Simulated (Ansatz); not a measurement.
**How the TA phonon frequency at L of rock-salt LiF moves with the method**

No measured value is used here.

| level (code) | value (cm⁻¹) | cell (Å³/atom) |
|---|---|---|
| LDA (Ansatz) | (withheld) | 7.47 |
| PBE (Ansatz) | 192 | 8.42 |
| r²SCAN (Ansatz) | 221 | 7.94 |

Q: Fill in the missing entries.

A: 
- LDA (Ansatz, a quantum-chemistry and plane-wave program), value (cm⁻¹): 231

Each level is taken at its own relaxed cell. Cutoffs differ between the levels. Ansatz's density-functional and Hartree–Fock values are scalar-relativistic unless marked +SOC, with PAW data made under PBE.
